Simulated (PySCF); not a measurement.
The first ionisation energy along the second row

Calculated with PySCF 2.14 from differences of total energies of unrestricted determinants, without spin-orbit coupling. Values in eV. The last column holds reference values (NIST; (s) semi-empirical, (t) theoretical, else measured). Unmarked ones compare directly (S terms, centres of terms, or small fine structure); those marked * lie between the lowest fine-structure levels and include a spin-orbit shift.

```csv
element,configurations,UHF,PBE,PBE0,r2SCAN,MP2 (valence),SCS-MP2 (valence),reference
"Li (aug-cc-pVTZ, non-relativistic)",[He] 2s1 → 1s2,5.342,5.583,5.567,5.383,n/a,n/a,5.392
"B (aug-cc-pVTZ, non-relativistic)",[He] 2s2 2p1 → [He] 2s2,8.037,8.670,8.645,8.765,8.266,8.235,8.297
"C (aug-cc-pVTZ, non-relativistic)",[He] 2s2 2p2 → [He] 2s2 2p1,10.799,11.541,11.514,11.672,11.255,11.126,11.262
"N (aug-cc-pVTZ, non-relativistic)",[He] 2s2 2p3 → [He] 2s2 2p2,13.897,14.734,14.706,14.811,14.590,14.333,14.545
"O (aug-cc-pVTZ, non-relativistic)",[He] 2s2 2p4 → [He] 2s2 2p3,12.034,14.065,13.853,13.719,13.336,13.436,13.608
"F (aug-cc-pVTZ, non-relativistic)",[He] 2s2 2p5 → [He] 2s2 2p4,15.674,17.668,17.460,17.561,17.312,17.300,17.427
"Ne (aug-cc-pVTZ, non-relativistic)",[Ne] → [He] 2s2 2p5,19.693,21.679,21.473,21.511,21.664,21.516,21.597
```

Problem. Fill in the row of Be (aug-cc-pVTZ, non-relativistic) ([He] 2s2 → [He] 2s1).

Solution. UHF 8.044; PBE 8.995; PBE0 8.970; r2SCAN 8.789; MP2 (valence) 8.816; SCS-MP2 (valence) 8.970; reference 9.323 (eV).

"Valence" correlates the outer s and p shells and, in groups 3 to 12 and the f block, the outer d or f shell, open or full, or the next shell where the ion has no valence electron left; the wider scheme adds the next inner shell.
